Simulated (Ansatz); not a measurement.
Molecular dynamics, step by step

LiMgF (SMILES [Li][Mg][F]), closed shell, BLYP-D4/def2-SVP (Ansatz 0.2.0). Settings (timestep in fs, temperature in K, friction in 1/fs; T counts 9 degrees of freedom, while the starting velocities carry no drift of the centre of mass, so T starts below the set value):

```yaml
hamiltonian: {xc: {name: BLYP}, dispersion: d4}
md: {n_steps: 40, timestep: 0.75, temperature: 500, ensemble: nvt_langevin, seed: 623, friction: 0.002, initial_velocities: maxwell_boltzmann}
```

Start (the SMILES describes the start alone):

```
atom    x (Å)    y (Å)    z (Å)
 Li1  -1.8836   0.7832  -0.9420
 Mg2   0.2115  -0.0907   0.1056
  F3   1.6721  -0.6925   0.8364
```

```tsv
step	time (fs)	potential energy less the start (meV)	kinetic energy (meV)	T (K)
0	0.00	0.0	129.3	333
2	1.50	0.0	136.2	351
4	3.00	-2.8	150.6	388
6	4.50	-8.7	154.5	399
8	6.00	-17.5	153.9	397
10	7.50	-28.8	172.2	444
12	9.00	-42.1	191.8	495
14	10.50	-56.2	215.9	557
16	12.00	-69.9	240.5	620
18	13.50	-81.6	264.7	682
20	15.00	-89.0	265.4	684
22	16.50	-92.0	273.3	705
24	18.00	-90.7	284.2	733
26	19.50	-85.0	297.0	766
28	21.00	-75.7	287.7	742
30	22.50	-64.3	294.5	759
32	24.00	-50.8	274.4	708
34	25.50	-36.8	271.0	699
36	27.00	-22.4	251.0	647
38	28.50	-9.4	227.4	586
40	30.00	2.5	239.1	616
```

Step 16, positions (Å) and forces (eV/Å):

| atom | x | y | z | Fx | Fy | Fz |
| --- | --- | --- | --- | --- | --- | --- |
| Li1 | -1.913 | 0.722 | -1.152 | -0.256 | 0.111 | -0.137 |
| Mg2 | 0.222 | -0.049 | 0.134 | -0.334 | 0.132 | -0.190 |
| F3 | 1.672 | -0.716 | 0.876 | 0.590 | -0.244 | 0.327 |

Step 22, positions (Å) and forces (eV/Å):

```tsv
atom	x	y	z	Fx	Fy	Fz
Li1	-1.949	0.701	-1.244	-0.104	0.060	-0.046
Mg2	0.218	-0.027	0.135	0.153	-0.122	0.041
F3	1.686	-0.732	0.900	-0.049	0.061	0.005
```

Step 36, positions (Å) and forces (eV/Å):

```tsv
atom	x	y	z	Fx	Fy	Fz
Li1	-2.045	0.641	-1.474	0.207	-0.024	0.171
Mg2	0.216	0.010	0.141	0.717	-0.505	0.303
F3	1.708	-0.761	0.964	-0.924	0.529	-0.474
```

Last step (40):

```xyz
3
angstrom
Li -2.0678 0.6225 -1.5345
Mg 0.2213 0.0212 0.1447
F 1.7072 -0.7618 0.9795
```

The run took about 20 s on 2 CPU threads of an Arm Neoverse V2 (shared host).
